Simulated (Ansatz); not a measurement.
`C=CCOCF` → 4 C• + F• + 7 H• + O•  (atomization)

Computed with Ansatz on PBE0-D4/def2-TZVP structures; ΔE is electronic, products minus reactants. CCSD(T)/CBS adds triple-zeta CCSD(T) − MP2 to the extrapolated MP2 energy (def2 sets, frozen cores). This one scheme is used for every species, atoms too. Functionals use def2-TZVPP. B3LYP here is the variant with VWN-RPA as its local correlation; programs differ in this. No spin–orbit coupling; open shells (•) take unrestricted orbitals. Spin–orbit coupling would lower the free atoms: a little for C, F, O. Each species was taken in one conformer, which may not be the lowest.

Task: What is ΔE at CCSD(T)/CBS? (An estimate is asked.)

Result: Ansatz gave: +5259.7 kJ/mol.

Task: What do these levels give: B2PLYP, B3LYP, SCS-MP2/def2-TZVPP, HF/def2-QZVPP, SCS-MP2/def2-QZVPP, MP2/CBS(def2)? (Best estimate.)

Result: Computed: B2PLYP 5214.9, B3LYP 5229.0, SCS-MP2/def2-TZVPP 5193.0, HF/def2-QZVPP 3821.5, SCS-MP2/def2-QZVPP 5275.9, MP2/CBS(def2) 5363.3 kJ/mol.

Largest T1 diagnostic among the species: 0.011.

From PBE to PBE0 (25 % exact exchange), in def2-TZVPP and without D4, ΔE moves by −115.9 kJ/mol: exact exchange takes away binding that semilocal exchange gives to molecules. The D4 term adds +33.2 kJ/mol with B3LYP and +17.6 kJ/mol with PBE0; it sums over pairs of atoms, weighted by their polarisabilities, and B3LYP, whose exchange is more repulsive, gets the larger term. In def2-TZVPP, CCSD(T) changes the Hartree–Fock value by +1317.0 kJ/mol (the triples alone add +82.7 kJ/mol) and MP2 by +1420.6 kJ/mol; breaking electron pairs costs correlation energy, which Hartree–Fock lacks.

For atomizations the MP2-based limit and the directly extrapolated one differ by several kJ/mol either way, and by 10 to 25 for some Ge, Se and Sn compounds, so smaller differences from it don't rank the levels.
